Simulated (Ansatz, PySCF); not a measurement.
Molecule: isobutane, C4H10 (charge 0, singlet). SMILES: CC(C)C
Geometry: optimised at B3LYP-D3(BJ)/def2-TZVP (Ansatz, an electronic-structure program).


Quantity: enthalpy of formation at 298 K (from the atomisation energy, B3LYP-D3(BJ)/def2-TZVP harmonic zero-point and thermal terms from PySCF, and the atoms' enthalpies of formation in the G2/97 table; no spin-orbit terms, and no core term in the frozen-core levels), in kcal/mol. Valence correlation only, unless marked. Open shells are spin-unrestricted. No spin-orbit coupling. Non-relativistic. The coupled-cluster limit lacks core correlation, which all-electron functionals hold. CBS(X,Y): correlation extrapolated as X^-3; Hartree-Fock from the larger set. [CCSD(T)-MP2]/basis is that difference in the basis named.

Measured: -32.4 kcal/mol (Active Thermochemical Tables 1.112 (ions: stationary electron), as tabulated in the package chemicals); it holds spin-orbit and relativistic effects, which these rows lack, and core correlation, which the frozen-core levels lack.

```
level                                                    program  enthalpy of formation at 298 K (kcal/mol)  error against measurement
-------------------------------------------------  -------------  -----------------------------------------  -------------------------
HF-D3(BJ)/def2-TZVPD                               PySCF + dftd3                                      229.9                      262.3
TPSSh-D4/def2-TZVPD                                PySCF + dftd4                                      -40.6                       -8.2
r2SCANh/def2-TZVPD                                        Ansatz                                      -25.5                        6.9
SCS-MP2/STO-3G                                            Ansatz                                     -104.2                      -71.8
CCSD/6-31G*                                               Ansatz                                       82.8                      115.2
CCSD/cc-pVTZ                                              Ansatz                                        7.7                       40.1
RI-MP2/CBS(cc-pVTZ,cc-pVQZ)+[CCSD(T)-MP2]/cc-pVTZ         Ansatz                                      -31.3                        1.1
```

Nearest to the measured value here: RI-MP2/CBS(cc-pVTZ,cc-pVQZ)+[CCSD(T)-MP2]/cc-pVTZ; farthest: HF-D3(BJ)/def2-TZVPD.
